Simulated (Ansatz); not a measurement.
Relaxation of CH₅BS (8 atoms, charge 0, multiplicity 1), to a largest force component of 0.015 eV/Å in at most 40 steps.

All numbers below come from Ansatz 0.2.0, RHF/def2-SVP.

```xyz
8
Properties=species:S:1:pos:R:3:forces:R:3
B -0.853 0.821 -0.873 0.35 1.80 0.21
S 0.850 0.177 -0.967 0.71 -0.12 -0.36
C 0.701 -0.675 0.621 3.27 0.75 1.78
H -1.726 0.251 -1.331 -1.32 -1.09 -0.57
H -1.101 1.907 -0.398 0.20 -0.30 0.11
H 0.541 0.070 1.448 -0.02 -0.92 -0.75
H 1.721 -1.191 0.844 -1.96 0.98 -0.52
H -0.040 -1.416 0.600 -1.23 -1.10 0.10
```

Problem. Where does it end, and by what steps?

Solution. It converged. The force dipped under the threshold on the way, but the program's further checks kept it going. After 32 steps the energy has fallen by 1.123 eV; H5 moved furthest, 1.18 Å.

```json
{"step": "0", "energy less start (eV)": "0.0000", "largest force component (eV/Å)": "3.272", "accepted": "yes"}
{"step": "2", "energy less start (eV)": "-0.2299", "largest force component (eV/Å)": "0.651", "accepted": "yes"}
{"step": "4", "energy less start (eV)": "-0.3183", "largest force component (eV/Å)": "0.292", "accepted": "yes"}
{"step": "6", "energy less start (eV)": "-0.5653", "largest force component (eV/Å)": "1.238", "accepted": "yes"}
{"step": "8", "energy less start (eV)": "-0.9468", "largest force component (eV/Å)": "1.161", "accepted": "yes"}
{"step": "10", "energy less start (eV)": "-1.0659", "largest force component (eV/Å)": "0.992", "accepted": "yes"}
{"step": "12", "energy less start (eV)": "-1.1174", "largest force component (eV/Å)": "0.178", "accepted": "yes"}
{"step": "14", "energy less start (eV)": "-1.1199", "largest force component (eV/Å)": "0.012", "accepted": "yes"}
{"step": "16", "energy less start (eV)": "-1.1202", "largest force component (eV/Å)": "0.081", "accepted": "yes"}
{"step": "18", "energy less start (eV)": "-1.1207", "largest force component (eV/Å)": "0.042", "accepted": "yes"}
{"step": "20", "energy less start (eV)": "-1.1214", "largest force component (eV/Å)": "0.031", "accepted": "yes"}
{"step": "22", "energy less start (eV)": "-1.1219", "largest force component (eV/Å)": "0.044", "accepted": "yes"}
{"step": "24", "energy less start (eV)": "-1.1154", "largest force component (eV/Å)": "0.323", "accepted": "no"}
{"step": "26", "energy less start (eV)": "-1.1229", "largest force component (eV/Å)": "0.022", "accepted": "yes"}
{"step": "28", "energy less start (eV)": "-1.1232", "largest force component (eV/Å)": "0.051", "accepted": "yes"}
{"step": "30", "energy less start (eV)": "-1.1234", "largest force component (eV/Å)": "0.018", "accepted": "yes"}
{"step": "32", "energy less start (eV)": "-1.1235", "largest force component (eV/Å)": "0.010", "accepted": "yes"}
```

```xyz
8
Properties=species:S:1:pos:R:3
B -0.894 1.023 -0.831
S 0.807 0.608 -0.533
C 0.759 -0.798 0.625
H -1.784 0.413 -0.313
H -1.098 1.937 -1.574
H 0.340 -0.492 1.581
H 1.784 -1.131 0.777
H 0.177 -1.617 0.211
```

The run took 53 s on 1 thread of Intel(R) Xeon(R) Processor @ 2.70GHz, with other jobs on the host, peak memory 0.14 GiB.
